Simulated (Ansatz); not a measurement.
Relaxation of AlF₂H (4 atoms, charge 0, multiplicity 1), to a largest force component of 0.03 eV/Å in at most 50 steps.

All numbers below come from Ansatz 0.2.0, RKS PBE-D4/def2-SVP.

```xyz
4
Properties=species:S:1:pos:R:3
Al -0.931 -0.002 0.383
H 1.664 0.002 1.329
F 1.952 -0.002 0.442
F -1.186 0.001 -1.288
```

Q: Where does it end, and by what steps?

A: It converged. After 5 steps the energy has fallen by 0.069 eV; F3 moved furthest, 0.41 Å.

```tsv
step	energy less start (eV)	largest force component (eV/Å)	accepted
0	0.0000	0.378	yes
1	-0.0130	1.494	yes
2	-0.0538	0.526	yes
3	-0.0656	0.119	yes
4	-0.0679	0.166	yes
5	-0.0685	0.008	yes
```

```xyz
4
Properties=species:S:1:pos:R:3
Al -0.830 0.000 0.466
H 1.703 0.000 1.279
F 1.556 0.000 0.347
F -0.930 0.000 -1.226
```

Time of the run: 2.9 s on 1 thread of Intel(R) Xeon(R) 6975P-C (Granite Rapids) (shared host), peak memory 0.12 GiB.
